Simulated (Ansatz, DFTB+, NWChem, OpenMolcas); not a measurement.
## Strength of the C–C bond: C4H10O → C3H7 + CH3O

Species: C4H10O (2-methyl-1-propanol) `CC(C)CO`, singlet; C3H7 (methylethyl) `C[CH]C`, doublet; CH3O (hydroxymethyl radical) `[CH2]O`, doublet. 

Shapes, held fixed at every level: PBE0-D4/def2-TZVP. Flexible molecules stand in one conformer, not always the lowest. Programs: Ansatz 0.2.0, DFTB+ 25.1, NWChem 7.3.0, OpenMolcas 26.06. A level may come from different programs for different species; with the same settings they agree closely. Electronic energies: no zero-point or thermal term.

```
                             level                    kind  ΔE (kJ/mol)  less CCSD(T)/CBS estimate
                    MP2/def2-TZVPP     perturbation theory       +397.7                      +16.0
                          DFTB2-D4          semi-empirical       +419.8                      +38.1
                 PBE-D4/def2-TZVPP                     GGA       +355.3                      -26.4
B3LYP/6-31G* (spherical functions)           global hybrid       +348.8                      -32.9
               B3LYP-D4/def2-TZVPP           global hybrid       +345.0                      -36.7
                wB97M-V/def2-TZVPP  range-separated hybrid       +374.0                       -7.7
                   CCSD/def2-TZVPP   coupled cluster or CI       +364.2                      -17.5
              CCSD(T)/CBS estimate   coupled cluster or CI       +381.7                        0.0
```

The highest level, CCSD(T)/CBS estimate, gives ΔE = +381.7 kJ/mol; the levels span +345.0 to +419.8. The column of differences is taken from that level and isn't an error. No measured value is set beside it here. Open shells run unrestricted. The CBS estimate extrapolates MP2 from def2-TZVPP and def2-QZVPP and adds CCSD(T) − MP2 in the triple-zeta set, cores frozen.
